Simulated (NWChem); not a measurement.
## Correlation energy of CH$_{3}$O

```
C
O 1 1.3603
H 2 0.9660 1 109.36
H 1 1.0920 2 113.76 3 175.90
H 1 1.0962 4 120.09 2 150.51
```
Charge 0, spin multiplicity 2.

Program: NWChem. Structure: optimised with UB3LYP/def2-SVP, a minimum by its harmonic frequencies. It is one conformer; others weren't searched.

Basis set: cc-pVDZ. Each correlation energy counts from its own Hartree-Fock reference.

| method | correlation energy (mHa) |
|---|---|
| URI-MP2 | -309.7 |
| UMP2 | -309.7 |
| SCS-UMP2 | -305.0 |
| CCSD on UHF | -333.4 |
| CCSD[T] on UHF | -341.3 |
| CCSD(T) on UHF | -340.7 |
| CCSD on ROHF | -337.5 |
| CCSD[T] on ROHF | -345.7 |
| CCSD(T) on ROHF | -345.1 |

The values span 40.7 mHa, from CCSD[T] on ROHF (lowest) to SCS-UMP2 (highest). 

The correlated methods keep 2 core orbitals frozen. The structure started from a generated list of species. The stability of the SCF solutions was not checked. Open-shell Hartree-Fock references start from PBE0 orbitals. Coupled-cluster values serve here as a point of comparison, not as the truth.
